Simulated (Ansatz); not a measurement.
We consider rock-salt TiN, described by r²SCAN0 (Ansatz, a first-principles code, plane waves, PAW).

Settings: plane-wave cutoff 520 eV, 12×12×12 k mesh, Fermi–Dirac smearing 0.05 eV, no spin polarisation, scalar-relativistic PAW data made under PBE.

Results at a series of volumes:

```csv
V (Å³/atom),E − E_lowest (meV/atom),P (GPa)
8.807,25.68,18.63
9.039,5.99,8.80
9.334,0.00,-2.01
9.502,5.02,-7.44
9.734,20.72,-14.12
```

Problem. Estimate the bulk modulus and its pressure derivative from these points.

Solution. V0 = 9.275 Å³/atom, B0 = 323 GPa, B′ = 4.1 (fit to the energies at full precision).

Measured, for comparison: bulk modulus 288 GPa (temperature not stated, no zero-point or thermal correction; as tabulated in Krasnenko and Brik (2013), arXiv:1306.3139); equilibrium volume per atom 9.52 Å³/atom (temperature not stated, no zero-point or thermal correction; as tabulated in Zhang et al. (2018), doi:10.1088/1367-2630/aac7f0). Computed (rounded) less measured: bulk modulus +12 %, equilibrium volume per atom -2.5 %.

Note: the run has no spin polarisation, so it can have missed a magnetic state.

The computed numbers hold no vibrational or temperature effects.
